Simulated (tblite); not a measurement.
Species: C4H5N.
InChI=1S/C4H5N/c1-2-4-5-3-1/h1-5H

Computed values, GFN2-xTB/tblite, gas phase, harmonic and unscaled. The method is semi-empirical: single wavenumbers can be off by several per cent or more.

Question: How many normal modes are there?

Answer: 10 atoms, non-linear: 3N − 6 = 24.

Question: What is the point group of the computed structure, and how do the modes divide by symmetry?

Answer: C2v. The vibrations span 9 a1 + 3 a2 + 12 of b1 or b2.

Question: How many distinct wavenumbers does the calculation give?

Answer: 24: C2v has no degenerate species.

Question: How many fundamentals are allowed in the infrared by symmetry?

Answer: 21 of 24: in C2v a2 modes are forbidden. All fundamentals are allowed in the Raman spectrum.

Question: Which of the modes above 1550 cm⁻¹ are stretches that can be named?

Answer: aromatic C–H 3154, 3157, 3167, 3177; N–H 3480; not assigned to one kind of bond 1558 cm⁻¹.

Question: What zero-point energy do the modes add up to?

Answer: ½Σν̃ = 17692 cm⁻¹ = 50.6 kcal/mol (24 modes); those above 1550 cm⁻¹ give 25.3 kcal/mol of it.

Question: How far is the lowest real mode excited at 298.15 K, as a harmonic oscillator?

Answer: 530.0 cm⁻¹ is a vibrational temperature θ of 763 K. The population of v = 1 over v = 0 is exp(−θ/T) = 0.077, and the mean quantum number is 0.084.

Question: Convert 3480.1 cm⁻¹, one of the modes, to μm, THz, fs a period, meV and kJ/mol.

Answer: 2.873 μm, 104.3 THz, 9.58 fs, 431.5 meV or 41.63 kJ/mol.
